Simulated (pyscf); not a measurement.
One insertion on the singlet surface with elements of a group swapped. CCSD(T)/def2-TZVPP + ΔMP2(QZVPP), kcal/mol, from the separated reactants. PySCF, gas phase, ωB97X-D3(BJ)/def2-SVP geometries. Correlated levels are frozen-core, on RHF or UHF. ΔMP2 is the change of the MP2 total energy from the triple- to the quadruple-zeta basis.

```tsv
step	barrier	reaction energy	imaginary mode (i cm⁻¹)
`[OH][Ga]` [singlet] + `[OH2]` -> `[OH][GaH][OH]`	41.5	-16.9	1458
`[OH][In]` [singlet] + `[OH2]` → `[OH][InH][OH]`	[?]	[?]	1309
```

Problem. Complete the blanks.

Solution. 
- `[OH][In]` [singlet] + `[OH2]` → `[OH][InH][OH]`, barrier: 52.2
- `[OH][In]` [singlet] + `[OH2]` → `[OH][InH][OH]`, reaction energy: +9.5

Row 1: On the reactant side the descent ends in a bound adduct, 11.1 kcal/mol under the separated species and 51.8 kcal/mol under the saddle at ωB97X-D3(BJ)/def2-TZVP. Row 2: On the reactant side the descent ends in a bound adduct (not fully relaxed), 14.3 kcal/mol under the separated species and 64.9 kcal/mol under the saddle at ωB97X-D3(BJ)/def2-TZVP. Each row is the saddle that its search found. The CCSD(T) − MP2 part came from Ansatz, without density fitting, on the same reference. The frozen core leaves the outer d or s,p core shells of the metals and heavy elements correlated in the MP2 and CC values, and def2-TZVPP describes them poorly, which can shift differences by a few kcal/mol. Elements up to Kr have no core potential and no relativistic terms here. Elements past Kr carry the def2 core potentials, without spin-orbit coupling.
